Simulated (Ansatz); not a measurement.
Results of PBEsol in Ansatz (plane waves, PAW) for CdTeO₃ (P2₁/c, No. 14; cell taken from a computed entry).

Numerical settings: plane-wave cutoff 520 eV, 6×4×6 k mesh (along the axes of the cell as run), Fermi–Dirac smearing 0.01 eV, scalar-relativistic PAW data made under PBE.

Cell (relaxed with PBEsol):

```cif
data_Cd8O24Te8
_chemical_formula_sum 'Cd8 Te8 O24'
_space_group_name_H-M_alt 'P 1'
_space_group_IT_number 1
_cell_length_a 7.81433
_cell_length_b 11.17960
_cell_length_c 7.36510
_cell_angle_alpha 90.000
_cell_angle_beta 113.552
_cell_angle_gamma 90.000
loop_
_space_group_symop_operation_xyz
  'x, y, z'
loop_
_atom_site_label
_atom_site_type_symbol
_atom_site_fract_x
_atom_site_fract_y
_atom_site_fract_z
_atom_site_occupancy
Cd1 Cd 0.73117 0.00925 0.69166 1
Cd2 Cd 0.26883 0.99075 0.30834 1
Cd3 Cd 0.26883 0.50925 0.80834 1
Cd4 Cd 0.73117 0.49075 0.19166 1
Cd5 Cd 0.99848 0.23199 0.02858 1
Cd6 Cd 0.00152 0.76801 0.97142 1
Cd7 Cd 0.00152 0.73199 0.47142 1
Cd8 Cd 0.99848 0.26801 0.52858 1
Te1 Te 0.49863 0.25292 0.87210 1
Te2 Te 0.50137 0.74708 0.12790 1
Te3 Te 0.50137 0.75292 0.62790 1
Te4 Te 0.49863 0.24708 0.37210 1
Te5 Te 0.16835 0.00090 0.75564 1
Te6 Te 0.83165 0.99910 0.24436 1
Te7 Te 0.83165 0.50090 0.74436 1
Te8 Te 0.16835 0.49910 0.25564 1
O1 O 0.79962 0.07987 0.00606 1
O2 O 0.20038 0.92013 0.99394 1
O3 O 0.20038 0.57987 0.49394 1
O4 O 0.79962 0.42013 0.50606 1
O5 O 0.49114 0.36983 0.06441 1
O6 O 0.50886 0.63017 0.93559 1
O7 O 0.50886 0.86983 0.43559 1
O8 O 0.49114 0.13017 0.56441 1
O9 O 0.30273 0.16577 0.16575 1
O10 O 0.69727 0.83423 0.83425 1
O11 O 0.69727 0.66577 0.33425 1
O12 O 0.30273 0.33423 0.66575 1
O13 O 0.00418 0.36960 0.26312 1
O14 O 0.99582 0.63040 0.73688 1
O15 O 0.99582 0.86960 0.23688 1
O16 O 0.00418 0.13040 0.76312 1
O17 O 0.05163 0.41074 0.89129 1
O18 O 0.94837 0.58926 0.10871 1
O19 O 0.94837 0.91074 0.60871 1
O20 O 0.05163 0.08926 0.39129 1
O21 O 0.70489 0.32436 0.84256 1
O22 O 0.29511 0.67564 0.15744 1
O23 O 0.29511 0.82436 0.65744 1
O24 O 0.70489 0.17564 0.34256 1
```

Task: What does this level give for the band gap, smallest direct gap on the k points sampled and Γ–Γ gap?

Result: 
* **band gap**: 2.90 eV
* **smallest direct gap on the k points sampled**: 3.02 eV
* **Γ–Γ gap**: 3.04 eV

Spin–orbit coupling is not included.

Static lattice: no zero-point or thermal effects.

Ansatz is a first-principles code.
